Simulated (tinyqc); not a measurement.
The basis set: RHF and MP2 along a ladder of basis sets, for HF, spin multiplicity 1. Computed by the program tinyqc with PySCF. Same geometry throughout; the dipole is taken about the origin.

Geometry (angstrom):
```
atom       x       y       z
F     0.0000  0.0000  0.0000
H     0.0000  0.0000  0.8330
```

RHF and frozen-core MP2 in a ladder of bases:
```
basis        functions  E(RHF) (hartree)  E(MP2 corr) (hartree)  HOMO (eV)  LUMO (eV)  dipole (debye)
sto-3g               6         -98.54789               -0.01392    -12.739     19.626           1.372
3-21g               11         -99.44531               -0.11708    -16.494      8.094           2.066
6-31g               11         -99.97280               -0.12309    -17.384      6.313           2.177
6-31g**             19        -100.00328               -0.17789    -17.301      6.605           1.829
aug-cc-pvdz         32        -100.02690               -0.21737    -17.952      1.032           1.772
cc-pvtz             44        -100.05202               -0.26767    -17.753      4.216           1.782
```

Estimate the missing row, basis = cc-pvdz.

Computed row:
```
basis    functions  E(RHF) (hartree)  E(MP2 corr) (hartree)  HOMO (eV)  LUMO (eV)  dipole (debye)
cc-pvdz         19        -100.01259               -0.19792    -17.358      5.440           1.782
```

From cc-pVDZ to cc-pVTZ the RHF energy falls by 39.4 mhartree and the correlation energy by 69.7. If valence correlation converges as X^-3, (27 E(T) - 8 E(D))/19 gives -0.2970 hartree, a rough estimate from such small X that usually falls short; STO-3G holds about 5 % of it. Beyond STO-3G the LUMO moves by 7.1 eV and the HOMO by 1.5 eV; diffuse functions lower the positive LUMO sharply, since an unbound virtual level tracks the most diffuse function.
